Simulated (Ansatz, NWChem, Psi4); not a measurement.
How methods differ on Si2H6O (disiloxane)

The species is Si2H6O (9 atoms), meant as a singlet with charge 0. SMILES: `[SiH3]O[SiH3]`. The shape is that of a PBE0-D4/def2-TZVP optimisation.

| atom | x (Å) | y (Å) | z (Å) |
| --- | --- | --- | --- |
| Si | -0.7103 | 1.0527 | -0.9195 |
| O | 0.4255 | 0.0910 | -0.2454 |
| Si | 0.7756 | -1.0388 | 0.8818 |
| H | -1.7873 | 0.2266 | -1.5257 |
| H | -0.0606 | 1.8724 | -1.9702 |
| H | -1.3062 | 1.9428 | 0.1113 |
| H | 2.2243 | -1.3431 | 0.8000 |
| H | -0.0093 | -2.2756 | 0.6288 |
| H | 0.4483 | -0.5279 | 2.2389 |

Each level gives the electronic atomisation energy (eV). The values are calculated. Electronic energies at fixed atoms, without zero-point motion or spin-orbit coupling.

| level | kind | program | value (eV) | CPU time (all runs) |
| --- | --- | --- | --- | --- |
| HF/cc-pVDZ | Hartree–Fock | Ansatz | 21.70 | 3.2 s |
| SVWN5/cc-pVDZ | LDA | Ansatz | 31.95 | 5.3 s |
| PBE/cc-pVDZ | GGA | Ansatz | 28.36 | 8.2 s |
| M06-2X/cc-pVDZ | hybrid meta-GGA | NWChem | 28.94 | 74 s |
| PBE0/cc-pVDZ | global hybrid | NWChem | 28.17 | 58 s |
| wB97M-V/cc-pVDZ | range-separated hybrid | Ansatz | 29.25 | 63 s |
| PBE-QIDH/cc-pVDZ | double hybrid | Ansatz | 27.93 | 12 s |
| MP3/cc-pVDZ | perturbation theory | Psi4 | 26.85 | 60 s |
| BCCD(T)/cc-pVDZ | coupled cluster or CI | Ansatz | 27.05 | 15 s |

The values span 21.70 to 31.95 eV. CPU times are rough (shared hosts, several kinds of processor and program).
